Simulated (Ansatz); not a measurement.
A made-up structure of BH$_{3}$OF (charge +1), closed shell:

```
6
angstrom
O -0.5697 0.2443 -0.5240
B 0.6133 -0.2476 0.4985
F 0.1327 -0.4568 1.8287
H -0.3912 0.4534 -1.5792
H -1.6044 0.3892 -0.2004
H 1.8193 -0.3826 -0.0236
```

It is relaxed with PBE-D4/def2-SVP and then PBE0-D4/def2-TZVP (Ansatz 0.2.0). Atoms count as bonded within 1.22 times the sum of their covalent radii (H–H: 0.88 Å). The end point is not checked to be a true minimum.

(1) Does its bonding change? (Judge from chemistry; the calculation decides.)

Results:

(1) Computed: No: no bond forms or breaks.

Where it ends: The first stage lowers the energy by 1.24 eV in 6 steps. It ends as BH₃OF ([OH2][BH][F]), total charge +1:
```tsv
atom	x (Å)	y (Å)	z (Å)
O1	-0.5086	0.2181	-0.4678
B2	0.5476	-0.2211	0.4450
F3	0.1183	-0.4078	1.6326
H4	-0.3494	0.4049	-1.4100
H5	-1.4324	0.3474	-0.1787
H6	1.6245	-0.3415	-0.0211
```

Labels in which every atom is bracketed show which atoms are joined, not bond orders.

For scale, one of the runs: PBE0-D4/def2-TZVP relaxation, 111 basis functions, launched by `ansatz run in.yaml --threads 2 --pin off --events-out ev --progress --plain --max-ram 4352MiB`. Hardware: 2 CPU threads of an Arm Neoverse V1, shared host. Wall time about 13 s.
